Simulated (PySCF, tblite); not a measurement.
Compound: C5H6S.
SMILES: `CC1=CSC=C1`

Method: PBE0/pcSseg-1 in PySCF (dipole) on a GFN2-xTB geometry, gas phase.

Masses are those of the commonest isotopes; rigid-rotor values at the optimised geometry. 

(1) Give the principal moments of inertia and the rotational constants in MHz.

(2) Classify the top.

(3) What does the inertial defect say?

(4) Give the other two planar moments, Paa and Pbb, and the rms extents of the mass along the axes.

(5) Where do the levels up to J = 4 lie, in cm⁻¹?

(6) Which types of transition are allowed, and where do some lines up to J = 5 fall?

(7) Estimate the classical rotational partition function at 25 K, 200 K and 500 K.

Answers

(1) Ia = 71.55, Ib = 204.29, Ic = 272.70 u·Å²; 505379 MHz·u·Å²/I gives A = 7063, B = 2474, C = 1853 MHz.

(2) An asymmetric top; Ray's κ = -0.762.

(3) Not planar: Δ = Ic − Ia − Ib = -3.13 u·Å². For a rigid frame Δ = −2 Σ m c², so Σ m c² = 1.57 u·Å² lies off the ab plane, practically all of it from hydrogen. The atom farthest from that plane is 0.89 Å away.

(4) Paa = Σ m a² = (Ib + Ic − Ia)/2 = 202.72 and Pbb = Σ m b² = (Ia + Ic − Ib)/2 = 69.98 u·Å². With the mass M = 98.02 u, the rms extents √(P/M) along a, b and c are 1.44, 0.84, 0.13 Å.

(5) Above 0(0,0):
J = 1: 1(0,1) 0.1443, 1(1,1) 0.2974, 1(1,0) 0.3181
J = 2: 2(0,2) 0.4310, 2(1,2) 0.5654, 2(1,1) 0.6275, 2(2,1) 1.0868, 2(2,0) 1.0887
J = 3: 3(0,3) 0.8563, 3(1,3) 0.9662, 3(1,2) 1.0903, 3(2,2) 1.5198, 3(2,1) 1.5295, 3(3,1) 2.3382, 3(3,0) 2.3383
J = 4: 4(0,4) 1.4150, 4(1,4) 1.4985, 4(1,3) 1.7047, 4(2,3) 2.0956, 4(2,2) 2.1239, 4(3,2) 2.9191, 4(3,1) 2.9199, 4(4,1) 4.0600, 4(4,0) 4.0600

(6) The dipole components are |μa| = 0.91 D, |μb| = 0.27 D, |μc| = 0.00 D; the mirror of this Cs structure is the ab plane, so μc vanishes by symmetry and there are no c-type lines. Intensities carry the squares of the components, which stand as 1.00 : 0.09 (a : b). Some lines, for components of 0.1 D or more:

| type | branch | J(Ka,Kc) | MHz | lower level (cm⁻¹) |
| --- | --- | --- | --- | --- |
| a | Q | 1(1,0) ← 1(1,1) | 621 | 0.297 |
| a | Q | 4(2,2) ← 4(2,3) | 849 | 2.096 |
| a | Q | 3(1,2) ← 3(1,3) | 3721 | 0.966 |
| b | Q | 2(1,1) ← 2(0,2) | 5890 | 0.431 |
| a | Q | 5(1,4) ← 5(1,5) | 9214 | 2.161 |
| a | R | 2(1,1) ← 1(1,0) | 9275 | 0.318 |
| b | R | 5(1,4) ← 4(2,3) | 11174 | 2.096 |
| b | Q | 4(2,2) ← 4(1,3) | 12567 | 1.705 |
| a | R | 3(1,2) ← 2(1,1) | 13874 | 0.628 |
| a | R | 4(1,4) ← 3(1,3) | 15959 | 0.966 |
| a | R | 4(3,2) ← 3(3,1) | 17416 | 2.338 |
| b | Q | 4(2,3) ← 4(1,4) | 17900 | 1.499 |
| a | R | 5(1,5) ← 4(1,4) | 19861 | 1.499 |
| a | R | 5(2,4) ← 4(2,3) | 21505 | 2.096 |
| a | R | 5(3,2) ← 4(3,1) | 21876 | 2.920 |
| a | R | 5(2,3) ← 4(2,2) | 22548 | 2.124 |
| b | Q | 4(3,1) ← 4(2,2) | 23864 | 2.124 |
| b | Q | 3(3,1) ← 3(2,2) | 24535 | 1.520 |
| b | Q | 4(3,2) ← 4(2,3) | 24688 | 2.096 |
| b | Q | 5(3,3) ← 5(2,4) | 24987 | 2.813 |
| b | R | 3(2,1) ← 2(1,2) | 28903 | 0.565 |
| b | R | 5(2,4) ← 4(1,3) | 33223 | 1.705 |
| b | Q | 4(4,1) ← 4(3,2) | 34202 | 2.919 |
| b | R | 4(2,2) ← 3(1,3) | 34708 | 0.966 |
| b | R | 3(3,0) ← 2(2,1) | 37519 | 1.087 |
| b | R | 4(3,2) ← 3(2,1) | 41660 | 1.529 |
| b | Q | 5(5,1) ← 5(4,2) | 43978 | 4.786 |
| b | R | 5(3,3) ← 4(2,2) | 45643 | 2.124 |

(7) Point group Cs, symmetry number σ = 1; q = (√π/σ)·√((kT/h)³/(ABC)), k/h = 20836.6 MHz/K: 3700 at 25 K, 83800 at 200 K, 331000 at 500 K.

Its GFN2-xTB frequencies are all real (lowest 88 cm⁻¹). Zero-point vibration and centrifugal distortion are left out. A rigid rotor knows nothing of internal rotation, which can split or shift real lines.
